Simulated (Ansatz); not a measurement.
[GeH3···H···F], doublet along the distance Ge1-H5

Starting geometry:

| atom | x (Å) | y (Å) | z (Å) |
| --- | --- | --- | --- |
| Ge | -0.5521 | 0.0000 | 0.0000 |
| H | -1.0635 | 1.4466 | 0.0000 |
| H | -1.0635 | -0.7233 | 1.2528 |
| H | -1.0635 | -0.7233 | -1.2528 |
| H | 0.9823 | 0.0000 | 0.0000 |
| F | 2.2279 | 0.0000 | 0.0000 |

From there H5 is moved from one fragment to the other while all else, the fragments' distance too, stays fixed; atoms are numbered as listed. Energies are in eV, counted from the starting geometry at the same level.

Basis cc-pVDZ; Ansatz 0.2.0. Only valence electrons are correlated (noble-gas cores and the filled d shells of p-block atoms frozen). Prefix R: restricted or restricted open-shell reference; prefix U: unrestricted. Active spaces: valence = (15e, 12o) chosen from the atoms' valence shells. No spin–orbit coupling is included, and no scalar relativity.

Runs in a small pair space aren't shown, since their orbitals change along the scan.

Full CI isn't at hand for all of this; UCCSDT(Q) serves as the reference, and is uncertain by about the last step of the cluster series. The frozen core follows each run's orbitals, which can shift R against U totals by a few meV for light atoms and by up to 0.1 eV past Ca.

| distance Ge1-H5 (Å) | UCCSDT(Q) | error UHF | error UMP2 | error UCCSD | error RCCSDT(Q) | error CASSCF (valence space) | error MRCISD+Q (valence space) |
| --- | --- | --- | --- | --- | --- | --- | --- |
| 1.534 | 0.000 | 0.000 | 0.000 | 0.000 | 0.000 | 0.000 | 0.000 |
| 1.584 | -0.191 | 0.099 | -0.068 | 0.005 | 0.000 | 0.023 | -0.005 |
| 1.682 | -0.582 | 0.179 | -0.198 | 0.004 | 0.002 | 0.036 | -0.010 |
| 1.781 | -0.931 | 0.129 | -0.257 | -0.007 | 0.002 | 0.019 | -0.014 |
| 1.880 | -1.030 | 0.013 | -0.273 | -0.021 | 0.003 | -0.014 | -0.019 |

Errors are those of relative energies. In total energy the starting point itself misses UCCSDT(Q) by: UHF 9.092, UMP2 1.250, UCCSD 0.183, RCCSDT(Q) 0.002, CASSCF (valence space) 7.310, MRCISD+Q (valence space) 0.095 eV.

Spread of the error over the points with a reference, to 1.880 Å (largest less smallest): RCCSDT(Q) 0.003, MRCISD+Q (valence space) 0.019, UCCSD 0.026, CASSCF (valence space) 0.050, UHF 0.179, UMP2 0.273 eV.
